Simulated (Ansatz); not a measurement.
Ansatz (a program for electronic structure) input:

Ansatz 0.2 input:
```yaml
crystal:
  periodic: [false, false, false]
  atoms:
    - {symbol: C, position_ang: [-0.25707630, 0.17154252, -0.00050422]}
    - {symbol: O, position_ang: [0.25831869, 1.29780427, -0.01294596]}
    - {symbol: O, position_ang: [-1.33002752, -0.37085156, 0.00890574]}
    - {symbol: C, position_ang: [1.05465506, -0.86855523, 0.00357654]}
    - {symbol: H, position_ang: [1.99464496, -0.33387121, -0.00521180]}
    - {symbol: H, position_ang: [0.90052178, -1.44156834, 0.91320689]}
    - {symbol: H, position_ang: [0.89303133, -1.45810589, -0.89410728]}
basis:
  gaussian:
    orbitals: def2-TZVPD
hamiltonian:
  xc: {name: r2SCAN}
magnetization: {spin_polarized: true, initial_magnetization: 1}
output: {forces: true}
```

Predict the final energy.

-228.38859 Eh (r2SCAN/def2-TZVPD). The basis has 181 functions.

It need not be the lowest isomer of its formula.
